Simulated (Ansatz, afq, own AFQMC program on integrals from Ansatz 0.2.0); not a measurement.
**Where AFQMC and coupled cluster stand for Sc, doublet**

A free Sc atom.

Basis def2-TZVP. Only valence electrons are correlated. Ansatz 0.2.0 and our own AFQMC program on the same integrals; the CISD trial comes from CCSD amplitudes, and released means the phaseless constraint is let go. Free AFQMC starts from the CCSD state and is never constrained. Its projection time is finite, and what remains of the start isn't in its error. Uncertainties: one standard error, sampling alone. The metal's outer-core s and p shells are frozen, which shifts wave-function levels against functionals.

Determinant: UHF, the one that the program's search chose, which needn't be the lowest solution.

Full CI on the same integrals is exact in this basis and with this determinant's frozen core.

Cautions: no relativity below Rb; outer-core shells of the metal frozen.

```
T1 diagnostic                               : 0.0271
weight of the determinant in the CISD state : 0.919
⟨S²⟩ of the determinant                     : 0.762
size of the correlated space                : 3 electrons in 36 orbitals
```

```tsv
level	correlation energy (eV)
MP2	-0.7076
CCSD	-1.0124
CCSD(T)	-1.0348
```

Question: Estimate where AFQMC with the constraint released lies against CCSD(T) on the same integrals.

Answer: 0.06 ± 0.14 kcal/mol below CCSD(T). The gap is under twice the noise, so this walk alone can't tell the two apart.

Reference: full CI, correlation energy -1.049 eV. The released energy is read at 2.40 1/Eh (meV from the phaseless value at times in 1/Eh: -2 ± 5 at 0.24, -1 ± 5 at 0.51, 0 ± 5 at 0.99, -5 ± 6 at 1.62, -5 ± 6 at 2.40).

```tsv
level	E − E(reference) (kcal/mol)	share of correlation (%)
CCSD(T)	0.32	98.69
ph-AFQMC/HF	0.91 ± 0.56	96.25
ph-AFQMC/CISD	0.38 ± 0.09	98.43
released AFQMC	0.26 ± 0.14	98.93
free AFQMC	0.07 ± 0.03	99.71
```

Free projections are given only where their last times agree within the noise and don't stop above the reference; a slow remainder of the start can still hide under it. A walk keeps the symmetry of its determinant, which the program's search chose and which needn't be the lowest solution, so a lower state of the same spin and another symmetry isn't excluded. Released energies are given only where the last usable release times agree within the noise; a slower fall can still hide under it.
